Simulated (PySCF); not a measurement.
Species: C₃H₈O.
Geometry (PBE0-D3(BJ)/def2-TZVP, Å), atoms numbered from 1 in this order:
```xyz
12
C3H8O angstrom
C      1.3928    0.2146    0.3566
C      0.4621   -0.7184   -0.3930
O     -0.6283   -0.0699   -1.0023
C     -1.5931    0.3871   -0.0966
H      1.7398    1.0155   -0.2997
H      2.2648   -0.3385    0.7144
H      0.9106    0.6656    1.2263
H      1.0030   -1.2061   -1.2076
H      0.0955   -1.5092    0.2800
H     -2.4375    0.7549   -0.6801
H     -1.2251    1.2066    0.5336
H     -1.9427   -0.4238    0.5589
```

Theory: PySCF, PBE0-D3(BJ)/def2-TZVP geometry optimisation, gas phase.

Take the most abundant isotopes and a rigid rotor. The values belong to one conformer with, in the numbering `[CH3:1][CH2:2][O:3][CH3:4]`, C1–C2–O3–C4 -72°.

Question: Give the principal moments of inertia and the rotational constants in cm⁻¹.

Answer: Ia = 31.63, Ib = 95.89, Ic = 110.83 u·Å²; 505379 MHz·u·Å²/I gives 15979, 5270 and 4560 MHz, that is A = 0.53300, B = 0.17580, C = 0.15210 cm⁻¹.

Question: Classify the top.

Answer: An asymmetric top: κ = (2 × 5270 − 15979 − 4560)/(15979 − 4560) = -0.88.

Question: What does the inertial defect say?

Answer: Not planar: Δ = Ic − Ia − Ib = -16.68 u·Å². For a rigid frame Δ = −2 Σ m c², so Σ m c² = 8.34 u·Å² lies off the ab plane: 5.19 from hydrogen and 3.15 from heavier atoms. The atom farthest from that plane is 1.39 Å away.

Question: Give the other two planar moments, Paa and Pbb, and the rms extents of the mass along the axes.

Answer: Paa = Σ m a² = (Ib + Ic − Ia)/2 = 87.55 and Pbb = Σ m b² = (Ia + Ic − Ib)/2 = 23.29 u·Å². With the mass M = 60.06 u, the rms extents √(P/M) along a, b and c are 1.21, 0.62, 0.37 Å.

Question: Where do the levels up to J = 3 lie, in MHz?

Answer: Above 0(0,0):
J = 1: 1(0,1) 9830, 1(1,1) 20539, 1(1,0) 21249
J = 2: 2(0,2) 29457, 2(1,2) 39489, 2(1,1) 41621, 2(2,1) 73746, 2(2,0) 73780
J = 3: 3(0,3) 58811, 3(1,3) 67893, 3(1,2) 72155, 3(2,2) 103237, 3(2,1) 103407, 3(3,1) 158576, 3(3,0) 158577
The levels of one J sum to (2J + 1)J(J + 1)(A + B + C)/3.

Question: Predict some low-J microwave lines.

Answer: The dipole components are |μa| = 0.48 D, |μb| = 0.82 D, |μc| = 0.82 D. The squared components, which scale the intensities, stand as 0.33 : 0.99 : 1.00 (a : b : c). Some lines, for components of 0.1 D or more:

```
type  branch         J(Ka,Kc)     MHz  lower level (cm⁻¹)
   a       Q  2(1,1) ← 2(1,2)    2132               1.317
   a       Q  4(1,3) ← 4(1,4)    7099               3.527
   c       Q  4(1,4) ← 4(0,4)    7932               3.262
   b       R  4(1,3) ← 3(2,2)    9590               3.444
   b       Q  2(1,1) ← 2(0,2)   12164               0.983
   c       R  1(1,0) ← 0(0,0)   21249               0.000
   b       Q  3(2,2) ← 3(1,3)   35344               2.265
   b       Q  4(2,3) ← 4(1,4)   36804               3.527
   c       R  3(1,2) ← 2(0,2)   42699               0.983
   c       R  2(2,0) ← 1(1,0)   52531               0.709
   c       Q  4(3,2) ← 4(2,2)   54924               4.771
   b       Q  4(3,2) ← 4(2,3)   55432               4.754
   c       R  4(2,2) ← 3(1,2)   70884               2.407
   c       R  4(2,3) ← 3(1,3)   74639               2.265
   b       R  3(3,0) ← 2(2,1)   84831               2.460
   c       R  4(3,2) ← 3(2,2)   94726               3.444
   b       R  4(4,1) ← 3(3,0)  116772               5.290
```

Question: Estimate the classical rotational partition function at 10 K, 200 K and 500 K.

Answer: Point group C1, symmetry number σ = 1; q = (√π/σ)·√((kT/h)³/(ABC)), k/h = 20836.6 MHz/K: 272 at 10 K, 24300 at 200 K, 96200 at 500 K.

PBE0-D3(BJ)/def2-TZVP frequencies: not computed here. These are rigid-rotor constants of the computed structure; measured ground-state constants (B0) also hold zero-point vibration. A rigid rotor knows nothing of internal rotation, which can split or shift real lines.
